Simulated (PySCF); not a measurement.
Does the answer move with the share of exact exchange?

Compound: C₄H₈.
Atom-mapped SMILES: `[CH3:1]/[CH:2]=[CH:3]/[CH3:4]` (hydrogens: H5, H6, H7 on C1; H8 on C2; H9 on C3; H10, H11, H12 on C4)

PySCF, def2-SVPD basis, density fitting, gas phase, PBE0-D3(BJ)/def2-SVP geometry; singlet excitations by full TDDFT with frozen cores, triplets by Tamm–Dancoff TDDFT and ionisation energies by ΔSCF, from the lowest of the holes tried. One functional is left out:

| functional | exact exchange (%) | HOMO energy (eV) | LUMO energy (eV) | lowest singlet excitation (eV) | lowest triplet excitation (eV) | mean polarisability (au) | vertical ionisation energy (eV) |
| --- | --- | --- | --- | --- | --- | --- | --- |
| LDA | 0 | -5.92 | -0.60 | 6.27 | 4.61 | 55.5 | 9.21 |
| PBE | 0 | -5.80 | -0.40 | 6.19 | 4.39 | 54.6 | 9.02 |
| B3LYP | 20 | -6.70 | 0.39 | 6.48 | 4.35 | 53.4 | 9.11 |
| BHandHLYP | 50 | -7.88 | 1.47 | 6.93 | 4.20 | 51.9 | 8.95 |

Predict the row of PBE0 (25 % exact exchange) by straight lines through the other rows, and check it.

| property | line | computed | computed − line | B3LYP (20 %), for comparison |
| --- | --- | --- | --- | --- |
| HOMO energy (eV) | -6.88 | -6.90 | -0.02 | -6.70 |
| LUMO energy (eV) | 0.51 | 0.64 | +0.13 | 0.39 |
| lowest singlet excitation (eV) | 6.57 | 6.73 | +0.16 | 6.48 |
| lowest triplet excitation (eV) | 4.34 | 4.27 | -0.07 | 4.35 |
| mean polarisability (au) | 53.4 | 52.9 | -0.5 | 53.4 |
| vertical ionisation energy (eV) | 9.05 | 9.06 | +0.01 | 9.11 |

Which of these properties follows the share of exact exchange most closely, and which least?

Most closely the HOMO energy, least the vertical ionisation energy; the correlations over the tabulated rows are HOMO energy -0.999, LUMO energy 0.995, lowest singlet excitation 0.994, mean polarisability -0.964, lowest triplet excitation -0.843, vertical ionisation energy -0.673. The HOMO energy moves by -0.404 eV for every 10 %. Functionals with the same share still differ in their other parts: at 0 % LDA and PBE differ by 0.12 eV in it.
